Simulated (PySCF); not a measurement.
Exact mass, isotope pattern and composition

Species: `C[C@@H]([S-])C1CC1`.

Calculated from tabulated atomic weights, isotope masses and abundances; no fragmentation.

Task: What are the average molar mass and the monoisotopic mass?

Result: For [C5H9S]-, with standard atomic weights, 5 × 12.011 + 1 × 32.060 + 9 × 1.008 = 101.187 g/mol. From the most abundant isotopes (12C, 32S, 1H), 5 × 12.000000 + 1 × 31.972071 + 9 × 1.007825 = 101.0425 u for neutral atoms; the ion's mass is 101.0430 u once 1 electron mass (0.000549 u) is added.

Task: Work out the cluster of the ion itself, one line a nominal mass.

Result: 
```json
{"nominal mass": "101", "m/z (centroid)": "101.0430", "relative intensity": "100.0"}
{"nominal mass": "102", "m/z (centroid)": "102.0459", "relative intensity": "6.3"}
{"nominal mass": "103", "m/z (centroid)": "103.0392", "relative intensity": "4.7"}
{"nominal mass": "104", "m/z (centroid)": "104.0423", "relative intensity": "0.3"}
```

Lines under 0.1 % of the tallest are left out.

Task: Elemental analysis, calculated?

Result: C 59.35 %, S 31.68 %, H 8.97 %.

Task: What resolving power m/Δm just matches the spacing of the species with one 33S and with one 13C?

Result: They lie 0.00397 u apart at mass 102.04, so m/Δm is about 26000.

Task: Protons, neutrons, electrons, and exact less nominal mass of the monoisotopic species?

Result: 55 protons, 46 neutrons and 56 electrons; 101.0425 − 101 = +0.0425 u, electron masses as for neutral atoms.

Task: What share of all these ions is the monoisotopic species?

Result: 0.9893^5 × 0.9493 × 0.999885^9 = 89.87 %.
